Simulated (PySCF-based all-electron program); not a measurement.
Results of a calculation; reference values are marked as such.
**AlH, singlet: squeezing and stretching**

Method: all-electron DFT (in-house code on PySCF), basis-limit composite values; Koelling–Harmon scalar relativity, no spin–orbit coupling, spin-restricted. Forces are good to about 0.002 eV/Å. In part, the state lies near an instability. A positive force pushes the atoms apart.

```csv
r (Å),PBE (eV/Å)
1.100,19.700
1.200,?
1.300,7.800
```

(1) What does PBE give at the lengths left open?

## Answers

(1) 1.200 Å: 12.612 eV/Å.
